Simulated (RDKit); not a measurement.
RDKit input (MMFF94):

```python
from rdkit import Chem
from rdkit.Chem import AllChem, rdDetermineBonds

mol = Chem.MolFromXYZFile('mol.xyz')
rdDetermineBonds.DetermineBonds(mol, charge=-1)
print('SMILES', Chem.MolToSmiles(Chem.RemoveHs(mol)))
ff = AllChem.MMFFGetMoleculeForceField(mol, AllChem.MMFFGetMoleculeProperties(mol))
e0 = ff.CalcEnergy()
flag = ff.Minimize(maxIts=5000, forceTol=1e-5)
print(f'energy {e0:.4f} -> {ff.CalcEnergy():.4f} kcal/mol, converged: {flag == 0}')
print(Chem.MolToXYZBlock(mol))
```
mol.xyz:
```
7

C     -0.01183665     0.99144419     0.16305088
C      1.48020722     0.71088388     0.05518583
Cl    -0.83320109    -0.80067899    -0.03691672
H     -0.32290259     1.38674071    -0.81937582
H      1.98476567     1.68889719     0.00569105
H      1.86225212     0.20273138     0.94920951
H      1.83008002     0.11920500    -0.81736090
```

Output:

```
SMILES C[CH-]Cl
energy 18.9370 -> 0.4363 kcal/mol, converged: True
7

C      0.066333    0.724569   -0.197428
C      1.526756    0.690381    0.027190
Cl    -0.889201   -0.614243    0.264742
H     -0.443164    1.427675   -0.840830
H      1.895126    1.700047    0.231724
H      1.795032    0.056324    0.877607
H      2.038483    0.314470   -0.863521
```

The dipole moment of an ion depends on the origin.
